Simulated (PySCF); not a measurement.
Species: propylene oxide, C₃H₆O.
Structure used (PBE0-D3(BJ)/def2-TZVP), in Å, numbered top down from 1:
```xyz
10
C3H6O angstrom
C     -1.6921    0.2608   -0.1964
C     -0.1997    0.3518   -0.2198
C      0.6470   -0.5751    0.5230
O      0.4343    0.7485    0.9872
H     -2.0312   -0.2239    0.7208
H     -2.0549   -0.3149   -1.0517
H     -2.1399    1.2563   -0.2443
H      0.2315    0.8148   -1.1072
H      0.1787   -1.3556    1.1189
H      1.6546   -0.7905    0.1760
```

Linear response at PBE0/aug-cc-pVTZ (PySCF, frozen core in the response, non-relativistic). Geometry: PBE0-D3(BJ)/def2-TZVP; no solvent, vibrations or thermal averaging.

Static isotropic polarisability: 40.80 au (6.05 Å³), principal values 37.0, 38.3, 47.1 au.

Problem. What is the polarisability at 1064 nm and at the sodium D line?

Solution. 41.08 au at 1064 nm (+0.7 %), 41.73 au at 589.3 nm (+2.3 %). The rise at 589.3 nm is 3.34 times that at 1064 nm; a pure ω² law gives 3.26. The lowest singlet lies at 180 nm, shorter than both wavelengths.

Problem. What is the isotropic C6 coefficient between two such molecules, C6 = (3/π)∫α(iω)² dω?

Solution. 757 au (Eh·bohr⁶) by a ten-point quadrature over imaginary frequencies, which is 452 eV·Å⁶ or 43.6 J·nm⁶/mol.

Problem. Which effective excitation energy ω̄ makes London's formula C6 = (3/4)α²ω̄ exact here?

Solution. ω̄ = 4·C6/(3α²) = 0.606 Eh = 16.5 eV. A one-pole form α(ω) = α/(1 − ω²/ω̄²) fitted to the 1064 nm value gives 14.2 eV.

Problem. What does −C6/R⁶ come to at R = 8 Å between centres?

Solution. -170 J/mol. This is the leading, orientation-averaged term; C8 and higher terms are left out.

Problem. What n − 1 at the D line would an ideal gas of it have at 273.15 K and 1 atm (2.6868 × 10¹⁹ cm⁻³), by n − 1 = 2π·N·α′?

Solution. 10.44 × 10⁻⁴, a formal value whether or not that pressure can be reached.

Problem. How anisotropic is the static polarisability, by Δα² = ½[(α1 − α2)² + (α2 − α3)² + (α3 − α1)²]?

Solution. Δα = 9.5 au, or 0.23 of the isotropic value.

Problem. What three-body coefficient follows from the one-pole estimate C9 = (3/4)·α·C6?

Solution. 23200 au. This is an estimate from the two numbers above, not a computed integral.

The run took 38 s of wall time on an Arm Neoverse V2 with one thread, shared host, and the process peaked at 1.0 GiB of memory. This is the whole response run at PBE0/aug-cc-pVTZ, SCF included.
